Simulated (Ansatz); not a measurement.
**CHB (singlet): the correlation ladder, cc-pVTZ**

One table from this session's results is given with a row withheld; the runs are named, their logs left out.

Computed with Ansatz 0.2.0, Gaussian basis. Level: cc-pVTZ, core rule «outside noble gas», up to 2 orbitals frozen.

To be run: UHF; CCSD(T) on RHF; CCSD(T) on UHF; BCCD(T) on RHF; CCSDT(Q) on RHF.

21 further runs of the same task are left out: 6 for a known fault of the program, 6 that didn't finish, 9 set aside as unsound or not needed. Runs told in other sessions of the task aren't counted.

## What is computed

The geometry is a PBE0/def2-TZVP stationary point (not a proven minimum).

3 atoms, charge 0, spin multiplicity 1.

Atoms are counted from 1 here; the program's logs count them from 0.

Bond lengths: B1–C2 1.464 Å, B1–H3 1.177 Å. Angles: C2–B1–H3 180.0°.

Set-up of the first run:

Input file in.yaml:

```yaml
crystal:
  periodic: [false, false, false]
  atoms:
    - {symbol: B, position_ang: [0.000000, 0.000000, 0.095674]}
    - {symbol: C, position_ang: [0.000000, 0.000000, -1.368483]}
    - {symbol: H, position_ang: [0.000000, 0.000000, 1.272810]}
basis:
  gaussian: {orbitals: cc-pVTZ}
magnetization: {spin_polarized: true, initial_magnetization: 0}
hamiltonian: {xc: hf}
output: {orbitals: {seedname: orbitals}}
```

On the command line:

```
$ ansatz run in.yaml --threads 1 --pin off --events-out ev --progress --plain --max-ram 2393MiB
```

Steps of the session up to this table: UHF; CCSD(T) on RHF; CCSD(T) on UHF; BCCD(T) on RHF; CCSDT(Q) on RHF.

One table of the session follows, with a row left open; its other results are not shown here.

It belongs to the step «Misses and costs». 

```
   method  from RCCSDT(Q) (kcal/mol)
      RHF                    +156.64
      UHF                    +130.66
     RMP2                     +32.38
     UMP2                          ?
    RCCSD                     +10.81
    UCCSD                      -2.43
 RCCSD(T)                      +4.03
 UCCSD(T)                      -8.83
  BCCD(T)                      +4.05
   RCCSDT                      +1.84
RCCSDT(Q)                          0
```

**Question.** Estimate the row for UMP2.

As computed: from RCCSDT(Q) (kcal/mol): +16.95. In the column «from RCCSDT(Q) (kcal/mol)» it lies between RCCSD (+10.81) and RMP2 (+32.38).

The program flags UCCSD(T), RCCSDT(Q) as in doubt (see the logs), so the zero of the table is itself unsure.

With the free atoms at the same levels and basis (separate runs), the atomisation energy is 7.729 eV at RCCSDT(Q), 7.579 eV at RCCSD(T), 8.137 eV at UCCSD(T), 5.185 eV at RHF.

Caveats from the session: The determinant of HF (⟨S²⟩ 1.01) is far from a pure spin state, so its energy mixes those of several spin states; that is harmless only where they are near-degenerate. The determinant of CCSD(T) (⟨S²⟩ 1.01) is far from a pure spin state, so its energy mixes those of several spin states; high orders of coupled cluster remove much of that, low ones don't. The report flags that the cluster equations may have other roots. The program flags UCCSD(T), RCCSDT(Q) as in doubt, so the zero of the table is itself unsure. Warnings: restricted reference is unstable; spin contamination. Restricted and unrestricted rows rest on different reference determinants; a gap between their highest levels can come from leftover correlation error, from unlike frozen cores or from another state.
